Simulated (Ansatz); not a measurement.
Results of PBEsol (Ansatz, a program for electronic structure, PAW) for diamond-structure Ge.

Run with plane-wave cutoff 520 eV, 20×20×20 k mesh, Fermi–Dirac smearing 0.05 eV, perturbation theory, scalar-relativistic PAW data made under PBE.

Computed at the level's own relaxed cell.

Task: Give the computed TO(Γ) frequency.

Result: 
TO(Γ) frequency: 286 cm⁻¹

Measured, for comparison: zone-centre TO phonon frequency 304 cm⁻¹ (low temperature, zero-point motion not removed; as tabulated in Tanner et al. (2021), arXiv:2110.11888). Computed (rounded) less measured: zone-centre TO phonon frequency -6 %.

Note: the solid has no gap at this level, which affects its response.

The result took about 6 core-minutes (a rough figure).
